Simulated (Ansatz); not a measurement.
Ideal-gas functions of O2S (`O=S=O`) at 600 K and 1 bar, from an Ansatz frequency run at PBE0-D4/def2-TZVP.

Molar mass 64.06 g/mol, point group C2v (symmetry number 2), electronic degeneracy 1, moments of inertia 8.478, 48.605, 57.083 u Å². Harmonic wavenumbers (cm⁻¹, unscaled): 532, 1217, 1420.

Use S(trans) = R[1.5 ln M + 2.5 ln T − 1.1517]; rotational temperatures θ = 24.2544 K / I; S(rot) = R[ln(√π/σ · √(T³/θAθBθC)) + 1.5]; for each mode x = 1.438777 ν̃/T, S = R[x/(eˣ − 1) − ln(1 − e⁻ˣ)] and H = RT x/(eˣ − 1); 1 cm⁻¹ = 0.0119627 kJ/mol; R = 8.31446 J/(mol·K).

Problem. By hand: the entropy, in J/(mol·K).

Solution. Translation 175.3. Rotation: θ = 2.8609, 0.499, 0.4249 K, giving 93.3. Vibration, mode by mode: 6.83, 1.85, 1.25, in all 9.9. Electronic 0.0. Sum 278.5 J/(mol·K).

Problem. By hand: H − E and G − E in kJ/mol, counted from the electronic energy.

Solution. Zero-point energy ½ × 3169 × 0.0119627 = 19.0; thermal vibration 3.9; translation, rotation and pV give 4 RT = 20.0. H − E = 42.9 kJ/mol, and G − E = 42.9 − 600 × 278.5/1000 = -124.2 kJ/mol.

Vibration gives 4 % of the entropy.
